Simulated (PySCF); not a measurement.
Spin-rotation constants: SMILES C#CF, C2HF

Molfile (atoms numbered from 1):
```
C2HF
     RDKit          3D

  4  3  0  0  0  0  0  0  0  0999 V2000
   -0.6161   -0.0297    0.0187 C   0  0  0  0  0  0  0  0  0  0  0  0
    0.5143   -0.0300   -0.3945 C   0  0  0  0  0  0  0  0  0  0  0  0
    1.7072   -0.0303   -0.8306 F   0  0  0  0  0  0  0  0  0  0  0  0
   -1.6236   -0.0294    0.3872 H   0  0  0  0  0  0  0  0  0  0  0  0
  1  2  3  0
  2  3  1  0
  1  4  1  0
M  END
```

Method: GIAO B3LYP/6-311G** magnetisability, rotational g tensor and spin-rotation constants, non-relativistic, gas phase (PySCF 2.14.0). Geometry: PBE0-D3(BJ)/def2-SVP.

Problem. Give the nuclear spin-rotation constants along the inertial axes (H = +C I·J) beside the isotropic shieldings.

Solution. Rotational constants –, 9.7166, 9.7166 GHz. A star marks the isotopologue with that one atom substituted, in its own axes.
```tsv
atom	isotope	Caa (kHz)	Cbb (kHz)	Ccc (kHz)	mean (kHz)	σ (ppm)
F3	19F	–	5.718	5.718	5.718	402.3
H4	1H	–	-1.113	-1.113	-1.113	30.9
C1	13C*	–	1.968	1.968	1.968	170.8
C2	13C*	–	3.800	3.800	3.800	90.2
```
For the geometry as given, no vibrational averaging.
